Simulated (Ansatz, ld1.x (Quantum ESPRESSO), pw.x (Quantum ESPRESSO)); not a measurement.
# From atom to crystal: TM potential for zirconium (Zr)

* Element: zirconium (Zr)
* Generator: ld1.x (Quantum ESPRESSO) 7.5
* Type: norm-conserving Troullier–Martins (Kleinman–Bylander form)
* Functional: PBEsol
* Relativity: scalar-relativistic
* Frozen core: [Kr]
* Valence charge: 4
* Reference configuration: 4d1 5s0 5p0 (charge +3)
* Partial waves: 5s (bound, empty): rc 2.10 bohr; 5p (bound, empty): rc 3.10 bohr; 4d (bound): rc 1.45 bohr
* Local potential: all-electron potential smoothed inside 3.05 bohr (lloc = -2)
* Core correction: none

Crystal test: diamond Zr in pw.x 7.5, no spin, 8³ k-points, Fermi–Dirac smearing 0.01 Ry, cutoffs 60/240 Ry. The reference is all-electron LAPW (Ansatz 0.2.0) with the same functional, mesh and smearing; V0 and B0 come from Birch–Murnaghan fits to the pressures at five volumes. Errors are pseudo minus all-electron; Δ is the rms difference of the E(V) curves that follow from these fits, minima aligned, over ±6 % about the mean V0. Mesh and smearing are coarse, so the numbers serve the comparison and aren't converged zero-temperature values; the lattice is a test structure that the element need not adopt.

```json
{"V (Å³/atom)": "27.656", "P all-electron (GPa)": "2.03", "P pseudo (GPa)": "-10.54"}
{"V (Å³/atom)": "28.384", "P all-electron (GPa)": "0.98", "P pseudo (GPa)": "-10.68"}
{"V (Å³/atom)": "29.112", "P all-electron (GPa)": "0.02", "P pseudo (GPa)": "-10.76"}
{"V (Å³/atom)": "29.840", "P all-electron (GPa)": "-0.86", "P pseudo (GPa)": "-10.78"}
{"V (Å³/atom)": "30.568", "P all-electron (GPa)": "-1.66", "P pseudo (GPa)": "-10.77"}
```

All-electron: a0 = 6.153 Å (V0 = 29.13 Å³/atom), B0 = 36.7 GPa.

Pseudopotential: mean pressure error (GPa): -10.81. The pressure does not cross zero within the volumes sampled, so no fit is given. The largest radius (3.10 bohr) exceeds half the bond length (2.52 bohr), so the spheres overlap, which is one possible source of error among others. This is a poor potential for the solid. The pseudo pressure rises with volume over part of the range, a mechanical instability.

Question: At the middle volume, how do free energy and pressure move when the wave cutoff is lowered (ecutrho kept at four times it)?

Answer:

| cutoff (Ry) | shift of F (meV/atom) | shift of P (GPa) |
| --- | --- | --- |
| 27 | +435.4 | -5.99 |
| 36 | +113.9 | -1.65 |
| 48 | +19.3 | -0.45 |

The run at the middle volume (29 k-points, 20 iterations) took about 42 s on one core of a shared host (Neoverse-V1, 32 threads, 247 GiB, load 27).
